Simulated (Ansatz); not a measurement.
2H MoTe2: LDA at its full settings (plane-wave cutoff 520 eV, 12×12×4 k mesh (along the axes of the cell as run), Fermi–Dirac smearing 0.01 eV, no spin polarisation, scalar-relativistic PAW data made under PBE) and at cheaper ones, in a cell of 6 atoms with Γ-centred meshes.

```csv
level and setting,lattice parameter a (Å),lattice parameter c (Å),bulk modulus (GPa)
LDA (Ansatz),3.473,13.772,38.8
LDA (Γ point alone) (Ansatz),3.817,16.519,10.7
LDA (2×2×2 k mesh) (Ansatz),3.452,14.488,27.4
LDA (4×4×4 k mesh) (Ansatz),3.468,13.718,41.8
```

Largest shifts from the full settings: lattice constant a +9.90 % (LDA (Γ point alone)), against a difference of -1.28 % of the full result from the reference 3.518 Å (measured, 300 K, no zero-point or thermal correction; as tabulated in arXiv:1605.07067); lattice parameter c +19.9 % (LDA (Γ point alone)), against a difference of -1.45 % of the full result from the reference 13.974 Å (measured, 300 K, no zero-point or thermal correction; as tabulated in arXiv:1605.07067); bulk modulus -72 % (LDA (Γ point alone)).

The full settings aren't shown to be converged themselves.

Caveats: LDA has no dispersion term either, though it tends to give short spacings of layers, chains or molecules (LDA, LDA (Γ point alone), LDA (2×2×2 k mesh), LDA (4×4×4 k mesh)); for a layered or molecular solid the relaxed cell lies over 5 % above the published volume, where the minimum can be shallow (LDA (Γ point alone)). Ansatz's density-functional and Hartree–Fock values are scalar-relativistic unless marked +SOC, with PAW data made under PBE.

Run with cheap settings on purpose, which may leave them unconverged: LDA (2×2×2 k mesh), LDA (4×4×4 k mesh), LDA (Γ point alone).

Ansatz is a program for electronic structure.
